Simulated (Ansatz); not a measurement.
Two shapes of doublet H2F2(+).

Shape 1:

```xyz
4

F    -1.0996   -0.7241    0.1345
H    -0.3532   -0.7664    0.6437
F     1.0943    0.7105   -0.1154
H     0.3517    0.7625   -0.6293
```

Shape 2:

```xyz
4

F    -0.6384    0.1749    1.0655
H    -0.1006   -0.5146    0.7550
F     0.6384   -0.1749   -1.0655
H     0.1006    0.5146   -0.7550
```

Basis set: def2-SVP (spherical functions). Charge 1, multiplicity 2.

Computed with Ansatz (development build ahead of 0.2.0); each method stands on the lowest determinant of its kind that the runs found.

(1) Which shape is lower in energy, and by how much in each method?

Results:

(1)

```
             method  E(2) − E(1) (eV)
                UHF             0.085
PBE0 (unrestricted)             0.071
```

Shape 1 is lower. Caution for UHF: the charge can sit on one fragment and break the point group; the determinant breaks the point group. Caution for PBE0 (unrestricted): charge can spread falsely over distant fragments.
